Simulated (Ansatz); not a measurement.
Compare A (`CCC(=N)N`) with its isomer B (`C/N=C\CN`).

Calculated with Ansatz (gas phase, PBE0-D4/def2-TZVP geometries, no zero-point term in ΔE). CCSD(T)/CBS is the MP2 limit (def2-TZVPP, def2-QZVPP) plus CCSD(T) − MP2 in def2-TZVPP, frozen cores. Functionals use def2-TZVPP. B3LYP here is the variant with VWN-RPA as its local correlation; programs differ in this. One conformer a species, not always the lowest.

Question: Which is lower in electronic energy at CCSD(T)/CBS, and by how much? (An estimate is asked.)

Answer: Computed: A, by 104.2 kJ/mol.

Question: Give E(B) − E(A) in kJ/mol with B3LYP, ωB97M-V, PBE0-D4, r2SCAN-D4, MP2/def2-TZVPP, B2PLYP, PBE-D4. (An estimate is asked.)

Answer: The calculation gave: B3LYP 104.0, ωB97M-V 108.4, PBE0-D4 110.0, r2SCAN-D4 113.5, MP2/def2-TZVPP 110.3, B2PLYP 106.1, PBE-D4 107.8. None reverses the order clearly.

Largest T1 diagnostic: 0.012.
